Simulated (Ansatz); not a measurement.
Calculated with Ansatz (gas phase, PBE0-D4/def2-TZVP geometries, no zero-point term in ΔE). CCSD(T)/CBS adds triple-zeta CCSD(T) − MP2 to the extrapolated MP2 energy (def2 sets, frozen cores). This one scheme is used for every species. DFT in def2-TZVPP. B3LYP here is the variant with VWN-RPA as its local correlation; programs differ in this. One conformer a species, not always the lowest.

`CCCC(C)CCC` + CH₄ → `CCCC(C)C` + `CCC`  (formal exchange of groups at a C–C bond)

| level | ΔE (kJ/mol) |
| --- | --- |
| ωB97X-V | 6.1 |
| ωB97M-V | 6.9 |
| PBE0 | 0.7 |
| B3LYP | -1.6 |
| CCSD/def2-TZVPP | 5.6 |
| HF/def2-QZVPP | -3.7 |
| MP2/def2-QZVPP | 8.9 |
| CCSD/CBS(def2) | 5.5 |

What does CCSD(T)/CBS give? (Best estimate.)

Computed: +7.5 kJ/mol. The listed levels differ from it by -1.4, -0.6, -6.8, -9.1, -1.9, -11.2, 1.4, -2.0 kJ/mol.

Largest T1 diagnostic among the species: 0.009.

In def2-TZVPP, CCSD(T) changes the Hartree–Fock value by +11.2 kJ/mol (the triples alone add +2.0 kJ/mol) and MP2 by +12.6 kJ/mol. The D4 term adds +7.1 kJ/mol with B3LYP and +4.7 kJ/mol with PBE0; it sums over pairs of atoms, weighted by their polarisabilities, and B3LYP, whose exchange is more repulsive, gets the larger term.
